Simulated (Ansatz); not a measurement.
# CF₃S radical: a ladder of functionals and wavefunction methods

An exercise on one series of results from a longer session: the logs are not shown, and one member is left open.

Method: functionals in def2-TZVPP, the program's frozen cores in correlated methods; program: Ansatz 0.2.0, Gaussian basis.

Levels to be run: LDA (SPW92), PBE-D4, revPBE-D4, BLYP-D4, r2SCAN-D4, B97M-V, PBE0-D4, B3LYP-D4, r2SCANh-D4, r2SCAN0-D4, HSE06-D4, BHLYP-D4, CAM-B3LYP-D4, LC-ωPBE, ωB97X-V, ωB97M-V, B2PLYP, PBE-QIDH; CCSD(T)/def2-SVP; CCSD(T)/def2-TZVPP; CCSD(T)/def2-QZVPP; extrapolation to the limit; RPA on PBE.

### The relaxed structure

All runs share one geometry, relaxed beforehand with PBE0-D4 in a triple-zeta def2 set.

SMILES `FC(F)(F)[S]`, 5 atoms, charge 0, spin multiplicity 2.

Atoms are counted from 1 here; the program's logs count them from 0.

Bond lengths: F1–C2 1.331 Å, C2–F3 1.334 Å, C2–F4 1.331 Å, C2–S5 1.802 Å. Angles: F1–C2–F3 108.4°, F1–C2–F4 107.1°, F1–C2–S5 112.5°, F3–C2–F4 108.4°, F3–C2–S5 107.9°, F4–C2–S5 112.5°.

Set-up of the first run:

Contents of in.yaml:

```yaml
crystal:
  periodic: [false, false, false]
  atoms:
    - {symbol: F, position_ang: [0.247955, 0.105030, 1.332099]}
    - {symbol: C, position_ang: [0.016877, -0.077139, 0.034207]}
    - {symbol: F, position_ang: [-1.219013, -0.558292, -0.109239]}
    - {symbol: F, position_ang: [0.877614, -0.998795, -0.390974]}
    - {symbol: S, position_ang: [0.126368, 1.455496, -0.907491]}
basis:
  gaussian: {orbitals: def2-TZVPP}
magnetization: {spin_polarized: true, initial_magnetization: 1}
hamiltonian: {xc: lda}
output: {orbitals: {seedname: orbitals}}
```

The run is started by

```console
$ ansatz run in.yaml --threads 2 --pin off --events-out ev --progress --plain --max-ram 22528MiB --backend cpu
```

Steps of the session up to this table: LDA; PBE-D4 (GGA); revPBE-D4 (GGA); BLYP-D4 (GGA); r2SCAN-D4 (meta-GGA); B97M-V (meta-GGA); B3LYP-D4 (hybrid); r2SCANh-D4 (hybrid); r2SCAN0-D4 (hybrid); HSE06-D4 (hybrid); BHLYP-D4 (hybrid); CAM-B3LYP-D4 (range-separated); LC-ωPBE (range-separated); ωB97X-V (range-separated); ωB97M-V (range-separated); B2PLYP (double hybrid); PBE-QIDH (double hybrid).

One table of the session follows, with a row left open; its other results are not shown here.

It belongs to the step «Orbital energies across the functionals». 

| functional | HOMO (eV) | LUMO (eV) | gap (eV) |
| --- | --- | --- | --- |
| LDA (SPW92) | -6.84 | -6.82 | 0.02 |
| PBE-D4 | -6.71 | -6.28 | 0.43 |
| revPBE-D4 | -6.65 | -6.13 | 0.52 |
| BLYP-D4 | -6.59 | -6.27 | 0.32 |
| r2SCAN-D4 | -7.04 | -5.89 | 1.15 |
| B97M-V | -7.08 | -6.09 | 0.99 |
| PBE0-D4 | -8.12 | -5.13 | 2.98 |
| B3LYP-D4 | -7.88 | -5.57 | 2.32 |
| r2SCANh-D4 | -7.56 | -5.47 | 2.09 |
| r2SCAN0-D4 | ? | ? | ? |
| HSE06-D4 | -7.71 | -5.53 | 2.18 |
| BHLYP-D4 | -9.39 | -4.04 | 5.35 |
| CAM-B3LYP-D4 | -9.56 | -4.05 | 5.51 |
| LC-ωPBE | -11.01 | -2.50 | 8.51 |
| ωB97X-V | -10.59 | -3.01 | 7.58 |
| ωB97M-V | -10.38 | -3.11 | 7.26 |

Estimate the missing values for r2SCAN0-D4.

Worked estimate for «HOMO (eV)». Against the share of exact exchange, r2SCAN-D4 (0, -7.04), r2SCANh-D4 (0.1, -7.56) give a slope of -5.20 per unit share; at 0.25 the line stands at -8.34.

**Answer.** HOMO (eV): -8.33; LUMO (eV): -4.85; gap (eV): 3.48. In «HOMO (eV)» the line misses by -0.01.
